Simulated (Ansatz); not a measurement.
# CH4BCl: the cost of one run

Method: UKS B3LYP/6-31G*, in Ansatz 0.2.0.

## 1. The system as given

Bond lengths: B1–C3 1.447 Å, B1–H4 1.289 Å, B1–Cl5 1.724 Å, C3–H6 1.082 Å, C3–H7 1.087 Å. Angles: B1–C3–H6 124.6°, B1–C3–H7 123.9°, H6–C3–H7 109.2°, C3–B1–H4 61.6°, C3–B1–Cl5 135.8°, H4–B1–Cl5 129.8°.

As a file:

```xyz
7

B    -0.4902    0.3774   -0.3798
H    -0.7766   -1.0245   -0.8666
C     0.3871   -0.0059    0.7056
H     0.0770   -0.7790   -0.4288
Cl   -0.5242    1.6400   -1.5532
H     0.2519   -0.8837    1.3228
H     1.0750    0.6758    1.2000
```

## 2. Run 1

150 steps of 0.5 fs at constant energy, with velocities drawn for 1000 K.

input.yaml reads:

```yaml
crystal:
  periodic: [false, false, false]
  atoms:
    - { symbol: B, position_ang: [-0.4902, 0.3774, -0.3798] }
    - { symbol: H, position_ang: [-0.7766, -1.0245, -0.8666] }
    - { symbol: C, position_ang: [0.3871, -0.0059, 0.7056] }
    - { symbol: H, position_ang: [0.077, -0.779, -0.4288] }
    - { symbol: Cl, position_ang: [-0.5242, 1.64, -1.5532] }
    - { symbol: H, position_ang: [0.2519, -0.8837, 1.3228] }
    - { symbol: H, position_ang: [1.075, 0.6758, 1.2] }
magnetization:
  spin_polarized: true
basis:
  gaussian: { orbitals: "6-31G*" }
hamiltonian:
  xc: b3lyp
md:
  timestep: 0.5
  n_steps: 150
  ensemble: nve
  temperature: 1000.0
  initial_velocities: maxwell_boltzmann
  seed: 267996
```

Started as:

```bash
ansatz run input.yaml --threads 1 --pin off --max-ram 2048MiB --backend cpu --events-out ev --progress --plain --runs-dir out
```

What time and memory should one allow on 1 thread of Arm Neoverse V2, shared host?

About 5.1 min, with a peak of 0.13 GiB.
